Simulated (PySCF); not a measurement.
## Name the molecule from its bond curve

A diatomic of charge 0 contains N. Its triplet curve at PBE0 in a triple-zeta basis (no relativity, PySCF), in eV from the separated fragments:

(R (Å), E (eV)): (1.542, -1.652), (1.614, -2.185), (1.685, -2.472), (1.739, -2.572), (1.793, -2.598), (1.847, -2.569), (1.919, -2.471), (2.008, -2.284), (2.116, -2.009), (2.259, -1.614)

The fit gives ωe = 751 cm⁻¹ and the rotational constant Bₑ = 0.5712 cm⁻¹.

Problem. Which atom is the partner?

Solution. The minimum lies at 1.789 Å, so the reduced mass is 16.8576 u Å² cm⁻¹/(Bₑ·Re²) = 9.221 u. With N at 14.00 u the partner weighs about 27.0 u: Al. The molecule is AlN.

The state was picked by a PBE0 search and need not be the measured ground state.
